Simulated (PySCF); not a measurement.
# C6H10 (1-Butyne, 3,3-dimethyl-): the cost of one run

The runs use PySCF 2.14.0, with density-fitted response routines of our own; the level of theory stands in each step. All values are computed, except where a source is named. Atoms count from 0, in the outputs and in this text.

### Step 1. The starting structure

16 atoms, charge 0, multiplicity 1; geometry from: MMFF94s. The atoms were then displaced at random by about 0.03 Å, so the start is not that level's minimum.

Bonds of the start (Å): C0–C1 1.17, C1–C2 1.49, C2–C3 1.40, C2–C4 1.54, C2–C5 1.56, C0–H6 1.12, C3–H7 1.09, C3–H8 1.09, C3–H9 1.17, C4–H10 1.07, C4–H11 1.11, C4–H12 1.18, C5–H13 1.12, C5–H14 1.08, C5–H15 1.06.

### Step 2. Optimising the geometry at PBE0-D3(BJ)/def2-SVP

What the job is given:

```
{"job": {"xc": "PBE0", "basis": "def2-SVP", "d3": "d3bj", "grid": 1, "shake": 0.03, "kind": "geom"}, "charge": 0, "multiplicity": 1}
C      0.496640     2.317860     1.045290
C      0.220560     1.293040     0.557070
C     -0.066970    -0.042000    -0.041070
C     -1.225470    -0.588870     0.524890
C     -0.102870     0.057210    -1.575250
C      1.136850    -0.957610     0.358140
H      0.639640     3.353690     1.449730
H     -1.249590    -0.667360     1.612960
H     -1.540830    -1.573840     0.183720
H     -2.179270     0.047860     0.314140
H     -0.301500    -0.909700    -1.977030
H      0.850280     0.482990    -1.948010
H     -0.993760     0.775920    -1.877080
H      1.191090    -1.061460     1.474610
H      2.094380    -0.628250    -0.009520
H      0.996480    -1.933400    -0.026160
```

Run with:

```console
OMP_NUM_THREADS=1 python probes_run.py task.json out
```

One launch serves the whole session: the jobs run in the order shown.

Q: Estimate the wall time and peak memory of this first job on 1 thread of AMD EPYC 9R45, shared host.

About 25 s, with a peak of 0.59 GiB.
